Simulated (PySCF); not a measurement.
Stretching SiB

Set-up: Si 3-21G, B 3-21G; no relativity (PySCF 2.14). Energies in eV from Si + B in their ground configurations at the same level. All curves are PBE0. state 1: ⁴Σ⁻ (quartet), unpaired electrons σ ↑, π ↑↑; state 2: Ms = 0.5 determinant of mixed spin (⟨S²⟩ near 1.8), unpaired electrons σ ↓, π ↑↑, a second solution, started from another occupation; state 3: Ms = 0.5 determinant of mixed spin (⟨S²⟩ near 1.8), unpaired electrons σ ↑, π ↑↓, a mixture of terms (⟨Lz²⟩ = 2.0), a second solution, started from another occupation; state 4: doublet, unpaired electrons σ ↑, a mixture of terms (⟨Lz²⟩ = 2.0), a second solution, started from another occupation.

```csv
R (Å),state 1,state 2,state 3,state 4
1.687,-2.392,-1.865,-1.842,-1.125
1.765,-2.857,-2.362,-2.333,-1.640
1.843,-3.110,-2.644,-2.609,-1.938
1.902,-3.197,-2.752,-2.712,-2.056
1.961,-3.218,-2.792,-2.748,-2.104
2.020,-3.191,-2.780,-2.733,-2.101
2.098,-3.101,-2.706,-2.656,-2.036
2.196,-2.932,-2.550,-2.497,-1.893
2.314,-2.688,-2.312,-2.258,-1.672
2.471,-2.340,-1.962,-1.907,-1.352
```

Task: Put a parabola through the three lowest points of the state 1 curve and estimate Re, k and ωe (reduced mass 7.9 u; 1 eV/Å² = 0.16022 mdyn/Å; ωe = 1302.8·√(k/μ) cm⁻¹).

Result: Through R = 1.902, 1.961, 2.02 Å the second-order coefficient is 6.89 eV/Å², so Re ≈ 1.957 Å, k ≈ 2.21 mdyn/Å and ωe ≈ 689 cm⁻¹. A polynomial fit of higher order to the unrounded PBE0 energies gives Re = 1.955 Å, k = 2.33 mdyn/Å, ωe = 707 cm⁻¹; anharmonicity and rounding make the difference.

The higher-order fit for each curve: state 1: Re = 1.955 Å, ωe = 707 cm⁻¹, De = 3.22 eV; state 2: Re = 1.975 Å, ωe = 692 cm⁻¹, minimum 2.79 eV below the ground-state fragments; state 3: Re = 1.971 Å, ωe = 695 cm⁻¹, minimum 2.75 eV below the ground-state fragments; state 4: Re = 1.985 Å, ωe = 681 cm⁻¹, minimum 2.11 eV below the ground-state fragments.

⟨S²⟩ of the unrestricted solution departs from its pure value on part of the curve, where spin states mix. 3-21G is very small, so such numbers show the basis as much as the molecule. The state is the lowest determinant that a PBE0 search found; another state may lie lower at other levels.
